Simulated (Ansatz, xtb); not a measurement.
# H2LiOSi+: which of two structures lies lower

We compare I, a singlet given by its coordinates, with II, a singlet given by its coordinates. Both are gas-phase species (loosely bound parts included), relaxed with r2SCAN-D4/def2-TZVP.

I (Å):

| atom | x (Å) | y (Å) | z (Å) |
| --- | --- | --- | --- |
| Li | 0.2294 | 0.4837 | 0.2431 |
| O | -1.1593 | -0.5770 | 0.6107 |
| Si | -2.3501 | -1.4833 | 0.9356 |
| H | 1.5561 | 1.1072 | -1.2608 |
| H | 1.1299 | 0.6171 | -1.6326 |

Close contacts (Å): Li1–O2 1.79, O2–Si3 1.53, Li1–H4 2.10, Li1–H5 2.08, H4–H5 0.75.

II (Å):

```yaml
atoms:
  - { symbol: Li, position_ang: [0.6084, -0.7271, -0.6672] }
  - { symbol: O, position_ang: [-1.0348, -0.0952, -0.0652] }
  - { symbol: Si, position_ang: [-0.5969, 1.4832, 0.4150] }
  - { symbol: H, position_ang: [-1.9567, -0.3683, 0.0423] }
  - { symbol: H, position_ang: [0.8600, 1.1129, -0.0491] }
```

Close contacts (Å): Li1–O2 1.86, Li1–Si3 2.74, O2–Si3 1.71, Li1–H5 1.96, O2–H4 0.97, Si3–H5 1.57.

Question: Which of the two would you expect CCSD(T)/def2-TZVPP electronic energies to favour?

Answer: Structure I; the calculation gives E(II) − E(I) = +0.517 eV.

The same difference at several levels:

```
              level             geometry  E(II) − E(I) (eV)  departure from the last row (eV)  job, with rough time for the two
r2SCAN-D4/def2-TZVP  r2SCAN-D4/def2-TZVP              +0.439                            −0.078             optimisation, 3.2 min
      HF/def2-TZVPP  r2SCAN-D4/def2-TZVP              +0.437                            −0.080           part of the CCSD(T) run
     MP2/def2-TZVPP  r2SCAN-D4/def2-TZVP              +0.640                            +0.123           part of the CCSD(T) run
 CCSD(T)/def2-TZVPP  r2SCAN-D4/def2-TZVP              +0.517                                                  single point, 45 s
```

The levels shown agree on the order. The largest departure from CCSD(T)/def2-TZVPP is that of MP2/def2-TZVPP, 0.123 eV. Levels run at GFN2-xTB geometries aren't shown.

With harmonic frequencies from r2SCAN-D4/def2-TZVP (ideal gas, rigid rotor, one conformer each, 298.15 K, 1 atm): on the last row, ΔE + ΔZPE = +0.685 eV. A mode under 50 cm⁻¹ makes harmonic enthalpies and free energies unreliable, so none is given.

The correlated steps freeze 6 core orbitals; the last core shell of Li is correlated, in a basis made for valence electrons. Run with Ansatz 0.2.0; the last row on 1 thread of AMD EPYC (Zen 3) on a shared host.
